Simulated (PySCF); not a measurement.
## Boron: a sound run and one with changed settings

Sound run: B [He] 2s2 2p1, B⁺ [He] 2s2. Calculation: PySCF 2.14, in aug-cc-pVDZ (4s3p2d, 23 functions); the non-relativistic Hamiltonian (point nucleus). The sound run starts from symmetry-adapted Hartree-Fock orbitals and uses a fine grid where one is needed.

Changed run: initial guess atom, at most 5 SCF cycles. This setting is unsound on purpose.

```tsv
species	method	sound run (hartree)	changed run (hartree)	converged
B	UHF	-24.53057	-24.53057	no
B	PBE	-24.60805	-24.60805	no
B	M06-2X	-24.64879	-24.64879	no
B⁺	UHF	-24.23501	-24.23501	no
B⁺	PBE	-24.28857	-24.28857	yes
B⁺	M06-2X	-24.34197	-24.34197	yes
```

The SCF was stopped early; the energies are upper bounds that still move, and correlated levels were skipped or rest on poor orbitals.
